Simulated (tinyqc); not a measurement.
Worked calculation: UKS/PBE in the sto-3g basis, for NH, spin multiplicity 3. One step of it, computed by the program tinyqc.

Question. Iteration 2: DIIS coefficients. Solve [B -1; -1 0][c; lambda] = [0; -1] for the coefficients, which sum to one.

B (overlaps of the stored error matrices):
```
,1,2
1,1.3483905e-01,-1.3366065e-01
2,-1.3366065e-01,3.3079680e-01
```

Give: DIIS coefficients.

Answer.

DIIS coefficients: 0.6337  0.3663
